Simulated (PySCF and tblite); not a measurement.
Molecule: C4H8FN, numbered as in [F:1][C@H:2]1[CH2:3][CH2:4][NH:5][CH2:6]1; H are named by their carrier, a and b as at the first point (Å):

```
F1       1.594   -0.750    1.379
C2       0.975   -0.603    0.151
C3      -0.493   -1.039    0.237
C4      -1.246    0.142   -0.401
N5      -0.464    1.327   -0.085
C6       0.915    0.893   -0.241
H2       1.570   -1.196   -0.548
H3a     -0.763   -1.141    1.289
H3b     -0.682   -1.983   -0.267
H4a     -1.258    0.031   -1.490
H4b     -2.269    0.243   -0.046
H5      -0.629    1.587    0.884
H6a      1.596    1.490    0.363
H6b      1.188    1.002   -1.295
```

The ring 2–3–4–5–6 is held at Altona–Sundaralingam phase angles P (ν_j = ν_max cos(P + 144°(j − 2)), ν_j about the bond from ring atom j to j + 1, counted from 0) and the rest relaxed at GFN2-xTB. Energies: BP86/pcSseg-1 + D3(BJ). Couplings: B3LYP/6-31G* with H pcJ-1 F pcJ-1, gas phase, for ¹H, ¹⁹F. Programs: tblite and PySCF.

(1) How do the most sensitive couplings change along the phase angle P?

(2) Set ³J(H4a,H5) against its H–C–N–H torsion.

(3) With the energies 1.07, 0.81, 1.08, 2.11, 3.62 kcal/mol at these points, what are the Boltzmann averages at 298 K?

## Answers

(1) 
| phase angle P ° | ³J(F1,H3b) | ³J(F1,H6b) | ³J(F1,H6a) | ³J(F1,H3a) | ³J(H4a,H5) | ³J(H5,H6b) | ³J(H3a,H4a) | ³J(H3b,H4b) | ³J(H2,H3a) |
| --- | --- | --- | --- | --- | --- | --- | --- | --- | --- |
| 0 | 7.5 | 29.1 | 25.6 | 38.5 | 14.5 | 13.9 | 12.1 | 0.1 | 4.0 |
| 72 | 36.8 | 35.1 | 16.9 | 25.9 | 7.9 | 13.4 | 2.8 | 7.0 | -0.1 |
| 144 | 36.4 | 37.6 | 39.7 | 19.7 | -0.5 | 0.7 | 0.1 | 12.3 | 0.1 |
| 216 | 7.4 | -0.3 | 19.5 | 33.1 | -0.5 | 0.0 | 2.4 | 6.9 | 4.6 |
| 288 | -1.4 | 1.3 | 23.1 | 21.0 | 7.2 | 1.5 | 13.1 | 0.1 | 9.3 |
Values in Hz. Computed couplings to fluorine can be off by tens of per cent at such levels.

(2) 80°: -0.5 Hz, 82°: -0.5 Hz, 131°: 7.2 Hz, 133°: 7.9 Hz, 166°: 14.5 Hz.

(3) ³J(F1,H3b) 27.4, ³J(F1,H6b) 32.4, ³J(F1,H6a) 25.4, ³J(F1,H3a) 28.0, ³J(H4a,H5) 7.1, ³J(H5,H6b) 9.5, ³J(H3a,H4a) 4.6, ³J(H3b,H4b) 6.5, ³J(H2,H3a) 1.3 Hz, over these points alone; points not sampled, such as mirror images that interchange a and b, would even out couplings that symmetry makes equal.
